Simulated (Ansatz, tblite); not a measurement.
# The cluster Au₂Cl₂: one state, many levels

Aim: run the singlet of the cluster Au₂Cl₂ at one geometry on many levels, and compare frontier levels, spin and run time.

Program: Ansatz 0.2.0, Gaussian basis. Level of theory: as each input shows. These are calculated values, not measurements.

Levels to be run: GFN1-xTB, GFN2-xTB, PBE-D4/def2-TZVP, r2SCAN-D4/def2-TZVP, PBE-QIDH/def2-TZVP, CAM-B3LYP-D4/def2-TZVP, r2SCAN0-D4/def2-TZVP, ωB97X-V/def2-TZVP, B97M-V/def2-TZVP, LC-ωPBE(0.10)/def2-TZVP, LC-ωPBE(0.15)/def2-TZVP, LC-ωPBE(0.20)/def2-TZVP, LC-ωPBE(0.30)/def2-TZVP, PBE-D4/def2-SVP, PBE0-D4/def2-SVP, PBE0-D4/def2-TZVPD, PBE-D4/def2-TZVPD, r2SCAN-D4/def2-TZVPD, CCSD(T)/def2-TZVP, RPA/def2-TZVP.

1 further run of the same task is left out (set aside as unsound or not needed). Runs told in other sessions of the task aren't counted.

**1. The geometry**

The geometry is that of the singlet, from an earlier relaxation (PBE0-D4/def2-SVP). At that level it is the lowest of the isomers that a small search found.

4 atoms, charge 0, spin multiplicity 1.

Bond lengths: Au1–Cl3 2.525 Å, Au1–Cl4 2.524 Å, Au2–Cl3 2.524 Å, Au2–Cl4 2.524 Å. Angles: Cl3–Au1–Cl4 113.0°, Cl3–Au2–Cl4 113.0°, Au1–Cl3–Au2 67.0°, Au1–Cl4–Au2 67.0°.

Geometry (Å):

```xyz
4
Au2Cl2
Au    0.2341    1.3730   -0.0392
Au   -0.2343   -1.3728    0.0398
Cl    2.0725   -0.3565   -0.0946
Cl   -2.0724    0.3564    0.0941
```

Au takes a core potential in the def2 sets. No spin-orbit coupling is included.

PBE0-D4/def2-TZVP was run before; its log isn't repeated, and its numbers join the tables.

**2. GFN1-xTB**

Tight binding, by tblite at 300 K electronic temperature and without a spin-polarisation term:

```python
tblite.interface.Calculator('GFN1-xTB', numbers, positions, charge=0, uhf=0).singlepoint()
```

Energy -446.6377 eV, HOMO -12.17 eV, LUMO -10.41 eV; 0.004 s.

**3. GFN2-xTB**

Tight binding, by tblite at 300 K electronic temperature and without a spin-polarisation term:

```python
tblite.interface.Calculator('GFN2-xTB', numbers, positions, charge=0, uhf=0).singlepoint()
```

Energy -459.6154 eV, HOMO -11.13 eV, LUMO -7.96 eV; 0.003 s.

**4. PBE-D4/def2-TZVP**

start.molden holds the orbitals of an earlier run on this state, given as this run's starting guess.

The input, in.yaml:

```yaml
crystal:
  periodic: [false, false, false]
  atoms:
    - {symbol: Au, position_ang: [0.234147, 1.372978, -0.039219]}
    - {symbol: Au, position_ang: [-0.234251, -1.372821, 0.039757]}
    - {symbol: Cl, position_ang: [2.072539, -0.356537, -0.094624]}
    - {symbol: Cl, position_ang: [-2.072435, 0.356379, 0.094076]}
basis:
  gaussian: {orbitals: def2-TZVP, initial_orbitals: start.molden}
hamiltonian: {xc: pbe, dispersion: d4}
scf: {omitted_lower_state_checks: [starts]}
output: {orbitals: {seedname: orbitals}}
```

Command:

```sh
ansatz run in.yaml --threads 4 --pin off --events-out ev --progress --plain --max-ram 3916MiB
```

Further steps of the session: r2SCAN-D4/def2-TZVP; PBE-QIDH/def2-TZVP; CAM-B3LYP-D4/def2-TZVP; r2SCAN0-D4/def2-TZVP; ωB97X-V/def2-TZVP; B97M-V/def2-TZVP; LC-ωPBE(0.10)/def2-TZVP; LC-ωPBE(0.15)/def2-TZVP; LC-ωPBE(0.20)/def2-TZVP; LC-ωPBE(0.30)/def2-TZVP; PBE-D4/def2-SVP; PBE0-D4/def2-SVP; PBE0-D4/def2-TZVPD; PBE-D4/def2-TZVPD; r2SCAN-D4/def2-TZVPD; CCSD(T)/def2-TZVP; RPA/def2-TZVP.

**Question.** What will the summary of the whole plan be? Wanted: gap in def2-TZVP, named functionals, smallest and largest; gap over the ω; correlation energy, CCSD(T)/def2-TZVP; binding an atom, CCSD(T)/def2-TZVP; PBE0 total energy, smallest basis above largest.

**Answer**, as computed:

| quantity | value |
| --- | --- |
| gap in def2-TZVP, named functionals, smallest and largest | 1.80 eV (PBE-D4), 8.20 eV (ωB97X-V) |
| gap over the ω (1/bohr) | 4.61 eV at 0.1, 7.86 eV at 0.3 |
| correlation energy, CCSD(T)/def2-TZVP | -32.91 eV |
| binding an atom, CCSD(T)/def2-TZVP | 1.621 eV |
| PBE0 total energy, smallest basis above largest | 9.11 eV (def2-SVP, def2-TZVPD) |

**Reading.** Over the named functionals in def2-TZVP the gap runs from 1.80 eV (PBE-D4) to 8.20 eV (ωB97X-V); exact exchange widens it. Raising the ω (1/bohr) from 0.1 to 0.3 moves the HOMO by -1.70 eV and the LUMO by +1.54 eV. The functionals in def2-TZVP miss CCSD(T)/def2-TZVP by +0.016 (CAM-B3LYP-D4) to +0.156 eV (PBE-D4) an atom. The reference is CCSD(T) in one finite basis, so it carries an error of its own, often a tenth of an eV or more, and near misses can't be ranked.
